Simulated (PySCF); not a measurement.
B3LYP has the VWN-RPA correlation part, as in Gaussian. Delta-SCF ions had no search for a lower state. Excitations are Tamm–Dancoff values on a coarser integration grid. The basis has no diffuse functions, so Rydberg states are missing or too high.

Cartesian coordinates (Å):
SMILES: C(#N)C
```xyz
6

C     -0.4882     0.0070    -0.0055
C      0.9707    -0.0140     0.0109
N      2.1286    -0.0307     0.0238
H     -0.8710    -0.6476    -0.8029
H     -0.8863    -0.3442     0.9585
H     -0.8538     1.0294    -0.1847
```
Charge 0, spin multiplicity 1.

Predict the T1 excitation (TDA), vertical ionisation energy (Delta-SCF), S1–T1 gap (TDA), S1 excitation (TDA) and LUMO from B3LYP-D3(BJ)/def2-TZVP // B3LYP-D3(BJ)/def2-SVP (PySCF 2.14.0).


| Item | Value |
|---|---|
| T1 excitation (TDA) | 6.32 eV |
| vertical ionisation energy (Delta-SCF) | 12.20 eV |
| S1–T1 gap (TDA) | 1.39 eV |
| S1 excitation (TDA) | 7.72 eV |
| LUMO | 0.44 eV |
